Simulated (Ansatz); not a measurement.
A nudged elastic band was laid between two geometries of BH3 + FH (6 atoms, charge 0, multiplicity 1).

Method: RKS PBE/def2-SVP in Ansatz 0.2.0.

```json
{
 "movable images": "5",
 "climbing image": "yes",
 "spring": "5.0 eV/Å²",
 "optimiser": "quadratic models (default)",
 "start path": "through a guess of the saddle point",
 "force threshold": "0.05 eV/Å",
 "iteration limit": "60",
 "end points": "relaxed"
}
```

Image 0:

```xyz
6
Properties=species:S:1:pos:R:3
B 0.002 0.060 0.064
H -0.003 0.467 1.226
H 1.049 0.136 -0.548
H -1.053 0.073 -0.537
F 0.059 -1.736 0.635
H 0.052 -1.403 1.520
```

Image 6:

```xyz
6
Properties=species:S:1:pos:R:3
B 0.017 -0.507 -0.572
H 0.022 0.296 2.322
H 1.073 0.093 -0.647
H -1.082 0.013 -0.637
F 0.066 -1.825 -0.419
H 0.010 -0.473 2.314
```

Q: Which bonds break or form, and what moves?

A: Bonds broken: B1–H2, F5–H6. Bonds formed: B1–F5, H2–H6. BH3 + FH becomes BFH2 + H2.

Q: Give the energies along the band, and the barrier.

A: The forces met the threshold. The highest image is number 1 of 0 to 6, 3.3 kcal/mol above the first end and 31.5 kcal/mol above the last; the last end lies 28.2 kcal/mol below the first. A vibrational analysis at the climbing image gives one clearly imaginary mode, 801i cm⁻¹: a first-order saddle point. The orbitals stay closed-shell, which can raise the energy where a bond breaks towards radicals; this wasn't checked here.

```csv
image,path coordinate (Å),energy (kcal/mol),B1–H2 (Å),F5–H6 (Å),B1–F5 (Å)
0,0.00,0.0,1.23,0.95,1.89
1,0.65,3.3,1.31,1.13,1.67
2,1.09,-10.2,1.51,1.56,1.45
3,1.52,-23.2,1.83,2.02,1.36
4,1.95,-27.1,2.19,2.46,1.33
5,2.38,-28.0,2.56,2.83,1.33
6,2.81,-28.2,3.00,3.05,1.33
```

Q: What is the geometry of the highest image?

A: 
```xyz
6
Properties=species:S:1:pos:R:3
B 0.009 -0.160 0.058
H 0.003 0.218 1.314
H 1.066 0.124 -0.459
H -1.068 0.062 -0.448
F 0.058 -1.743 0.574
H 0.037 -0.902 1.322
```

Q: What are the harmonic wavenumbers there?

A: 801i, 702, 778, 873, 1038, 1113, 1130, 1429, 1958, 2268, 2547, 2664 cm⁻¹.

Run time: 45 s on 1 thread of Arm Neoverse V1, on a shared host, peak memory 0.091 GiB.
